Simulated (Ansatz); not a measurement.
# BPH2 (triplet): from Hartree-Fock to the top rungs at a displaced geometry (v1), cc-pVDZ

An exercise on one series of results from a longer session: the logs are not shown, and one member is left open.

Program: Ansatz 0.2.0, Gaussian basis. Level of theory: cc-pVDZ, core rule «outside noble gas», up to 6 orbitals frozen. These are calculated values, not measurements.

Plan: UHF; CCSD(T) on ROHF; CCSD(T) on UHF; BCCD(T) on ROHF; CISD; CCSDT(Q) on ROHF; CCSDT(Q) on UHF; CASSCF and MRCISD+Q, 10 electrons in 10 orbitals; CASSCF and NEVPT2, 10 electrons in 10 orbitals.

28 further runs of the same task are left out: 3 for a known fault of the program, 13 that didn't finish, 12 set aside as unsound or not needed.

**The system**

The geometry is a PBE0/def2-TZVP stationary point (not a proven minimum) with its atoms shifted at random (size 0.040 Å).

4 atoms, charge 0, spin multiplicity 3.

Atoms are counted from 1 here; the program's logs count them from 0.

Bond lengths: B1–P2 1.899 Å, B1–H3 1.210 Å, B1–H4 1.204 Å. Angles: P2–B1–H3 117.7°, P2–B1–H4 118.5°, H3–B1–H4 123.8°.

The first run:

in.yaml

```yaml
crystal:
  periodic: [false, false, false]
  atoms:
    - {symbol: B, position_ang: [0.000785, 0.010874, 1.316671]}
    - {symbol: P, position_ang: [-0.000048, -0.005269, -0.582261]}
    - {symbol: H, position_ang: [0.047916, 1.085838, 1.870281]}
    - {symbol: H, position_ang: [-0.054861, -1.040570, 1.900084]}
basis:
  gaussian: {orbitals: cc-pVDZ}
magnetization: {spin_polarized: true, initial_magnetization: 2}
hamiltonian: {xc: hf}
output: {orbitals: {seedname: orbitals}}
```

Command:

```console
$ ansatz run in.yaml --threads 1 --pin off --events-out ev --progress --plain --max-ram 2393MiB
```

Among the steps run: UHF; CCSD(T) on ROHF; CCSD(T) on UHF; BCCD(T) on ROHF; CISD; CCSDT(Q) on ROHF; CCSDT(Q) on UHF; CASSCF and MRCISD+Q, 10 electrons in 10 orbitals; CASSCF and NEVPT2, 10 electrons in 10 orbitals.

One table of the session follows, with a row left open; its other results are not shown here.

| method | from UCCSDT(Q) (meV) |
| --- | --- |
| ROHF | +5611.1 |
| UHF | +5461.3 |
| RMP2 | +1131.9 |
| UMP2 | +1164.8 |
| CISD | +536.1 |
| RCCSD | +172.8 |
| UCCSD | +168.5 |
| RCCSD(T) | +34.8 |
| UCCSD(T) | +34.6 |
| BCCD(T) | +34.2 |
| RCCSDT | +7.3 |
| UCCSDT | +6.9 |
| RCCSDT(Q) | +0.5 |
| UCCSDT(Q) | 0 |
| CASSCF valence | +3800.4 |
| NEVPT2 valence | +1035.2 |
| MRCISD valence | ? |
| MRCISD+Q valence | +21.5 |

**Question.** Estimate the row for MRCISD valence.

The run gave: from UCCSDT(Q) (meV): +270.4. In the column «from UCCSDT(Q) (meV)» it lies between RCCSD (+172.8) and CISD (+536.1).

Among the levels timed on like hardware and quicker than the yardstick, those that no quicker one beats, quickest first: CISD (4.6 s, +536.1 meV); BCCD(T) (8 s, +34.2 meV); MRCISD+Q valence (34 s, +21.5 meV).

Limits of these values: Of the multireference levels listed MRCISD+Q valence comes nearest in total energy (+21.5 meV), which doesn't show that its space is the better one. Restricted and unrestricted rows rest on different reference determinants; where their highest levels disagree by more than a few hundredths of an eV, they describe different states and don't form one ladder.
